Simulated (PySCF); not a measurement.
Cl2.
InChI=1S/Cl2/c1-2

Theory: PySCF, CAM-B3LYP/def2-TZVP geometry optimisation, gas phase.

Masses are those of the commonest isotopes; rigid-rotor values at the optimised geometry. 

What are the moment of inertia and the rotational constant?

I = 69.555 u·Å², B = 505379 MHz·u·Å²/I = 7266 MHz (0.2424 cm⁻¹, or 0.349 K as hB/k). For two atoms I = μr² with μ = 17.4844 u and r = 1.9945 Å.

List the first levels of a rigid rotor in a Σ state.

E(J) = BJ(J+1): J = 1: 0.485, J = 2: 1.454, J = 3: 2.908, J = 4: 4.847, J = 5: 7.271, J = 6: 10.179 cm⁻¹.

Has it a pure rotational spectrum?

Not by electric dipole: D∞h allows no dipole (computed 0.00 D). Rotational Raman lines (ΔJ = 2) lie at B(4J + 6), spaced by 4B = 0.969 cm⁻¹, with nuclear-spin weights that differ between even and odd J.

Estimate the classical rotational partition function at 50 K, 100 K and 298.15 K.

Point group D∞h, symmetry number σ = 2; q = kT/(σhB), k/h = 20836.6 MHz/K: 71.7 at 50 K, 143 at 100 K, 428 at 298.15 K.

No CAM-B3LYP/def2-TZVP frequencies stand behind this structure, so it isn't proved a minimum. Constants of a rigid frame at the computed geometry: no zero-point averaging, no centrifugal distortion.

Time: 3.3 s; peak memory 0.36 GiB. Hardware: one thread, Arm Neoverse V1 (aarch64), no GPU (shared host). That covers the optimisation of the geometry.
